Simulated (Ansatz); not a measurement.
Input file:

```yaml
crystal:
  periodic: [false, false, false]
  atoms:
    - {symbol: Ge, position_ang: [0.000000, -0.033717, 0.000000]}
    - {symbol: H, position_ang: [0.000000, 1.214968, -0.902238]}
    - {symbol: H, position_ang: [0.000000, 1.214968, 0.902238]}
basis:
  gaussian: {orbitals: def2-SVP, fitting: {mean_field: def2-universal-jkfit}}
magnetization: {spin_polarized: false, initial_magnetization: 2}
hamiltonian: {pseudopotentials: {relativity: none}}
correlation: {method: fic_mrcisd_q_relaxed, electrons: outside_noble_gas, active_space: {window: {electrons: 2, orbitals: 3}, states: [{multiplicity: 3, weights: [0.5, 1, 1, 1]}]}}
```

```sh
$ ansatz run in.yaml --threads 1 --pin off --events-out ev --progress --plain --max-ram 2393MiB
```

Output:

```
302 factors; integrals over basis functions are off by at most 3.7e-1 eV
mean field evaluation 1: about -56494.1485 eV, gradient 8.0e0 eV
mean field evaluation 2: about -56494.6847 eV, gradient 3.5e0 eV
mean field evaluation 4: about -56494.7762 eV, gradient 3.6e-1 eV
mean field evaluation 8: about -56492.0228 eV, gradient 1.4e1 eV
mean field evaluation 16: about -56494.4011 eV, gradient 5.1e0 eV
mean field -56494.77853143 eV, -2076.1448174937 hartree, gradient 2.3e-6 eV, S^2 2.000000; 3 other end points of the search recorded, 0 dependent functions left out
reference -56494.77853143 eV, -2076.1448174937 hartree; 18, 16 occupied and 24, 26 virtual orbitals, 302 factors
Error: 4 states are sought, and the space of determinants holds 3 states of this symmetry and spin
```

The run gave no result to rely on (stopped by an error).

Ran on 1 thread of Intel Xeon Platinum 8488C, shared host: 0.39 s wall, 0.09 GiB peak host memory.
